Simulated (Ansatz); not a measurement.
## CPS+: where a starting geometry ends

The starting geometry of this gas-phase singlet was optimised with GFN2-xTB.

| atom | x (Å) | y (Å) | z (Å) |
| --- | --- | --- | --- |
| C | -1.0780 | 1.6466 | -1.3444 |
| P | -1.3986 | 2.3208 | 0.2793 |
| S | -2.5823 | 2.4156 | -1.3839 |

Predict what it relaxes into with B3LYP-D3(BJ)/def2-SVP.

It keeps its bonds.

The energy falls by 0.10 eV over 5 steps:

```csv
step,E − E(last) (eV)
1,0.102
2,0.037
3,0.000
4,0.000
5,0.000
```

Final geometry (Å):

```xyz
3

C    -1.0381    1.6144   -1.3813
P    -1.4270    2.3381    0.2872
S    -2.5938    2.4306   -1.3549
```

Frequencies at the end are all real (lowest 590 cm⁻¹). Run with Ansatz 0.2.0, 11 s on 1 thread of Intel(R) Xeon(R) Processor @ 2.50GHz (Skylake/Cascade Lake), on a shared host.
